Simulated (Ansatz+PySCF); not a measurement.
The numbers below are computed, except where a source is named.
## Ansatz (development build ahead of 0.2.0) run

```yaml
crystal:
  periodic: [false, false, false]
  atoms:
    - { symbol: C, position_ang: [0.0, 0.0, -0.36054] }
    - { symbol: H, position_ang: [0.0, 0.0, 2.16325] }
basis:
  gaussian: { orbitals: "6-31G" }
total_charge: 1
hamiltonian:
  xc: pbe0
scf:
  omitted_lower_state_checks: [starts, atomic_configurations, cluster_reference, orbital_swaps, given_window_search, neighbouring_geometries, increment]
output:
  forces: true
```

The input is written out in the form of the current development build from the run's settings.

Results

```json
{"Converged": "yes", "Total energy": "-37.86810 hartree", "Spin squared of the determinant": "0.000", "Stability test": "minimum among restricted orbitals"}
```

Forces (eV/Å):
```tsv
atom	Fx	Fy	Fz
C1	0.000	0.000	1.920
H2	0.000	0.000	-1.920
```

Caution: charge can spread falsely over distant fragments; an unrestricted determinant lies well below.
